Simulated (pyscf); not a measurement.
Optimised with ωB97X-D3(BJ)/def2-SVP in PySCF. Correlated levels are frozen-core, on RHF or UHF. ΔMP2 is the change of the MP2 total energy from the triple- to the quadruple-zeta basis.

Q: Estimate by transition-state theory the rate constant of `[PH2][GeH3]` + `[H]` [doublet] → `[PH2]` [doublet] + `[GeH4]` (doublet surface; Ge–P broken, Ge–H formed) at 298 K, with CCSD(T)/def2-TZVPP + ΔMP2(QZVPP) energies (ideal gas, 1 atm, RRHO with modes under 100 cm⁻¹ raised to 100, one conformer, R ln 2 for rigid chiral ones; no tunnelling).

A: The electronic barrier is 6.9 kcal/mol and the thermal terms add +7.1, so ΔG‡ = 14.0 kcal/mol. With k_BT/h = 6.21e+12 s⁻¹ and RT = 0.592 kcal/mol, and a volume of 4.06e-20 cm³ per molecule at 1 atm, k = 1.5e-17 cm³ molecule⁻¹ s⁻¹. Wigner's tunnelling factor for 593i cm⁻¹ would be 1.34. A shift of 1 kcal/mol in the barrier changes k by a factor 5.4. One saddle was located; it need not be the lowest between these sides. The angle at the attacked Ge is 70° (front-side attack). The CCSD(T) − MP2 part came from Ansatz, without density fitting, on the same reference. The frozen core leaves the outer d or s,p core shells of the metals and heavy elements correlated in the MP2 and CC values, and def2-TZVPP describes them poorly, which can shift differences by a few kcal/mol. Elements up to Kr have no core potential and no relativistic terms here.
